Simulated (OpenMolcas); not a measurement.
# MP2/cc-pV(D+d)Z run of CH5BO (SMILES BOC)

Aim: a geometry optimisation of CH5BO. 

The calculation is run with OpenMolcas 26.06.

### 1 The molecule

CH5BO has 8 atoms, charge 0, and is taken as a singlet. SMILES: `BOC`. The shape comes from GFN2-xTB, which is rough for such elements, and wasn't checked as a minimum. The run starts from this shape.

Bond lengths: B1–O2 1.320 Å, O2–C3 1.404 Å, B1–H4 1.183 Å, B1–H5 1.171 Å, C3–H6 1.093 Å, C3–H7 1.092 Å, C3–H8 1.093 Å. Angles: B1–O2–C3 124.9°, O2–B1–H4 122.5°, O2–B1–H5 115.4°, O2–C3–H6 111.9°, O2–C3–H7 108.7°, O2–C3–H8 108.7°, H4–B1–H5 122.1°, H6–C3–H7 109.4°, H6–C3–H8 109.4°, H7–C3–H8 108.7°.

### 2 A geometry optimisation at MP2/cc-pV(D+d)Z

File calc.input:

```
&gateway
baslib
$CurrDir
coord
8
angstrom
B       -0.647920       0.834490      -0.842570
O        0.474800       0.419200      -0.286530
C        0.570570      -0.626490       0.645910
H       -1.697280       0.348320      -0.594160
H       -0.535790       1.722180      -1.598360
H       -0.404920      -1.072170       0.859250
H        1.239620      -1.391500       0.245670
H        1.000930      -0.234040       1.570780
basis
cc-pVDpdZ
group
NoSym
>>> EXPORT MOLCAS_MAXITER=50
>>> Do While
&seward
&scf
prorbitals
0
&mbpt2
frozen
3
grdt
&slapaf
>>> EndDo
```

The basis set cc-pV(D+d)Z is read from a file made from the Basis Set Exchange's data (not shown).

The run is started by

```
$ export MOLCAS_MEM=1860
$ pymolcas calc.input > calc.log
```

Q: Predict the results. Wanted: total energy at the end; dipole moment; HOMO energy; LUMO energy; HOMO–LUMO gap; correlation energy.

Answer, from the run:

At MP2/cc-pV(D+d)Z, 3 core orbitals frozen:

```
                                   quantity          value
                    total energy at the end  -140.77249 Eh
         dipole moment (mean-field density)         1.74 D
        HOMO energy (Hartree–Fock orbitals)      -12.25 eV
        LUMO energy (Hartree–Fock orbitals)        3.50 eV
      HOMO–LUMO gap (Hartree–Fock orbitals)       15.75 eV
correlation energy (3 core orbitals frozen)     -419.1 mEh
```

At the final geometry: Bond lengths: B1–O2 1.354 Å, O2–C3 1.430 Å, B1–H4 1.212 Å, B1–H5 1.205 Å, C3–H6 1.102 Å, C3–H7 1.101 Å, C3–H8 1.101 Å. Angles: B1–O2–C3 120.9°, O2–B1–H4 120.7°, O2–B1–H5 116.3°, O2–C3–H6 111.3°, O2–C3–H7 108.6°, O2–C3–H8 108.6°, H4–B1–H5 123.0°, H6–C3–H7 109.7°, H6–C3–H8 109.7°, H7–C3–H8 108.9°. The optimisation took 7 steps and changed the energy by -0.078 eV. Mulliken charges of the mean-field density run from -0.35 on O2 to +0.29 on B1; they depend strongly on the basis.
